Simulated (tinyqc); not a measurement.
The basis set: RHF and MP2 along a ladder of basis sets, for HF, spin multiplicity 1. Computed by the program tinyqc with PySCF. Same geometry throughout; the dipole is taken about the origin.

Geometry (angstrom):
```
atom       x       y       z
F     0.0000  0.0000  0.0000
H     0.0000  0.0000  0.8890
```

RHF and frozen-core MP2 in a ladder of bases:
```
basis        functions  E(RHF) (hartree)  E(MP2 corr) (hartree)  HOMO (eV)  LUMO (eV)  dipole (debye)
sto-3g               6        -98.566314              -0.016122   -12.6588    17.9272          1.3159
3-21g               11        -99.457420              -0.119351   -16.3578     7.6023          2.1279
6-31g               11        -99.982214              -0.126169   -17.2389     5.9209          2.2567
6-31g**             19       -100.010085              -0.180929   -17.1376     6.2229          1.9284
cc-pvdz             19       -100.019502              -0.200405   -17.1909     5.1591          1.8935
aug-cc-pvdz         32       -100.033650              -0.220640   -17.7870     0.9959          1.8771
cc-pvtz             44       -100.058356              -0.270411   -17.5835     4.0085          1.8876
```

What does the comparison show, and why?

From cc-pVDZ to cc-pVTZ the RHF energy falls by 38.9 mhartree and the correlation energy by 70.0. If valence correlation converges as X^-3, (27 E(T) - 8 E(D))/19 gives -0.2999 hartree, a rough estimate from such small X that usually falls short; STO-3G holds about 5 % of it. Beyond STO-3G the LUMO moves by 6.6 eV and the HOMO by 1.4 eV; diffuse functions lower the positive LUMO sharply, since an unbound virtual level tracks the most diffuse function.
